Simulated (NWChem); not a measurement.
SiF4; SMILES F[Si](F)(F)F

Computed with NWChem. Coordinates come from a B3LYP/6-31G* (spherical d) optimisation. Level TPSS/def2-SVPD: single points from the atomic guess with DIIS by default; each run changes one setting, and all converged runs end within 0.3 mHa of each other.

### Question
Which setting needs the most SCF iterations, or fails (defaults; no level shifting; DIIS on 3 Fock matrices; core-Hamiltonian guess; DIIS on 20 Fock matrices)?

### Answer
core-Hamiltonian guess, with 10 against 6 for the defaults.
| setting | SCF iterations |
|---|---|
| defaults | 6 |
| DIIS on 20 Fock matrices | 6 |
| DIIS on 3 Fock matrices | 7 |
| core-Hamiltonian guess | 10 |
| no level shifting | 6 |
